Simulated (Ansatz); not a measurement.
# Worked example: correlation energy of OH⁻, quintet

Geometry: that of the OH⁻, triplet, kept fixed. The triplet lies 8.3 eV lower here.

```xyz
2

O     0.0000    0.0000    0.0000
H     0.0000    0.0000    1.0060
```

Basis aug-cc-pVTZ; Ansatz 0.2.0. Correlated methods freeze the noble-gas cores, which leaves 8 electrons in 68 orbitals. R marks a restricted (for open shells ROHF) determinant, U an unrestricted one. This anion state lies near or above the neutral species, so the extra electron is weakly bound or unbound and the energies hang on the diffuse functions.

Full CI isn't at hand for all of this; UCCSDT(Q) serves as the reference, and is uncertain by the last step of the cluster series or more.

UCCSD has a T1 diagnostic of 0.013 and a largest doubles amplitude of 0.04.

Runs differ by some tens of microhartree through their thresholds and, for an open shell, their frozen cores, so steps under 0.03 kcal/mol mean nothing.

| level | total energy (hartree) |
| --- | --- |
| UHF | -75.137877 |
| UMP2 | -75.294408 |
| UCCSD | -75.313740 |
| UCCSD(T) | -75.317773 |
| UCCSDT | -75.318250 |
| UCCSDT(Q) | -75.318334 |

Problem. What is the correlation energy at UCCSDT(Q), and what share of it do UMP2 and UCCSD(T) recover?

Solution. E(corr) = -75.318334 − (-75.137877) = -0.180457 hartree = -4.910 eV. UMP2: -0.156531 / -0.180457 = 86.74 %. UCCSD(T): -0.179896 / -0.180457 = 99.69 %.

Problem. By how many kcal/mol does UCCSD(T) miss UCCSDT(Q) (1 hartree = 627.509 kcal/mol), and which steps make up the rest?

Solution. -75.317773 − (-75.318334) = 0.000561 hartree = 0.35 kcal/mol. Steps: UCCSDT − UCCSD(T) = -0.30, UCCSDT(Q) − UCCSDT = -0.05 kcal/mol. That is within 1 kcal/mol of the reference in this basis, which itself misses far more of the correlation at the basis-set limit.
